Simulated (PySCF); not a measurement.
BF₃, triplet, geometry from GFN2-xTB of the parent state (a higher spin typed on purpose: for a closed-shell molecule this is an excited state); DF-HF/cc-pVTZ (PySCF).

The PySCF input:
```python
from pyscf import gto, scf

mol = gto.M(
    atom='''
B    -0.000000    0.000000   -0.000000
F    -0.006598    1.300362   -0.000881
F     1.129442   -0.644465    0.003252
F    -1.122844   -0.655897   -0.002371
''',
    basis='cc-pvtz',
    charge=0,
    spin=2,
    verbose=3,
)

mf = scf.UHF(mol)
mf = mf.density_fit(auxbasis='def2-universal-jkfit')
mf.kernel()
```

Output, abridged:

```
converged SCF energy = -322.821370186801  <S^2> = 2.038935  2S+1 = 3.0258453
```
